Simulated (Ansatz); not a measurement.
TlSe (I4/mcm, No. 140)

The numbers are results of PBEsol in Ansatz (plane waves, PAW), not measurements.

Numerical settings: plane-wave cutoff 520 eV, 6×6×6 k mesh, Fermi–Dirac smearing 0.01 eV, scalar-relativistic PAW data made under PBE.

Cell: relaxed at this level.

```json
{
 "band_gap": "none",
 "lattice_parameter_a": "7.950 Å",
 "c axis length": "6.968 Å",
 "bulk modulus B0": "28.5 GPa"
}
```

Measured, for comparison: band gap 0.73 eV (temperature not stated, no zero-point or thermal correction, compiled measured gap; kind and temperature not stated; as tabulated in Kothakonda et al. (2022), arXiv:2208.02841).

Note: the gap of the solid is closed in this run; the bulk modulus is −V dP/dV from two relaxed cells at ±2 % in volume; this level leaves the solid without a gap, although one is measured.

Spin–orbit coupling is not included; it can open a gap where bands touch, and shift volumes and moduli.

Static lattice: no zero-point or thermal effects.

Ansatz is a program for electronic structure.
